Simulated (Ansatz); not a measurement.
# SnH2, triplet along the distance Sn1-H2

Starting geometry (PBE0/def2-TZVP stationary point for this spin, not checked as a minimum):

```xyz
3

Sn    0.0000   -0.0144    0.0000
H     0.0000    0.8475   -1.4828
H     0.0000    0.8475    1.4828
```

From there H2 moves along the line of the two atoms named below, all else staying in place; atoms are numbered as listed. Energies are in kcal/mol, counted from the starting geometry at the same level. Kohn–Sham curves are unrestricted where that lies lower.

Basis def2-SVP with its core potentials; Ansatz 0.2.0. Correlated methods freeze the noble-gas cores and the filled d shells of p-block atoms. No spin–orbit coupling is included; scalar relativity enters through the core potentials alone.

A value is left out where its run failed or describes another state than the reference as far as symmetry and spin tell, or, spin-broken singlets apart, can't be checked.

In so small a basis the reference is far from its limit while semilocal and hybrid functionals are nearer theirs (RPA and double hybrids share much of the reference's basis error), so the functionals' errors here hold much of the reference's basis and frozen-core error, which can add to them or hide them.

Full CI is exact within this basis and frozen core; it isn't the basis-set limit.

```
distance Sn1-H2 (Å)  full CI   PBE  r2SCAN  PBE0  B3LYP  r2SCANh  BHLYP  wB97M-V  B2PLYP  RPA-PBE
              1.402     25.6  25.3    23.7  24.0   24.8     23.4   23.6     23.1    24.5     26.2
              1.530      7.7   8.0     7.0   7.1    7.7      6.8    6.8      6.6     7.3      8.1
              1.715      0.0   0.0     0.0   0.0    0.0      0.0    0.0      0.0     0.0      0.0
              1.926      4.2   3.2     4.4   4.5    3.6      4.7    4.9      5.1     4.4      3.7
              2.108     12.2  10.1    12.3  12.6   10.8     12.8   13.1     13.7    12.5     11.4
              2.382     24.8  21.6    24.2  25.0   21.8     24.8   24.6     26.7    24.7     23.8
              2.691     33.8  30.9    33.0  33.6   30.0     33.4   32.1     35.1    32.3     33.2
              3.100     37.3  35.7    38.8  37.4   34.5     39.0   35.6     38.5    35.5     35.8
              3.786     37.8  37.2    41.4  38.4   36.1     41.5   36.8     39.1    36.4     34.8
              4.682     37.8  37.5    42.0  38.6   36.3     42.0   37.0     39.1    36.5     34.3
              5.791     37.8     –    42.1     –   36.3     42.2   37.0        –    36.5        –
```
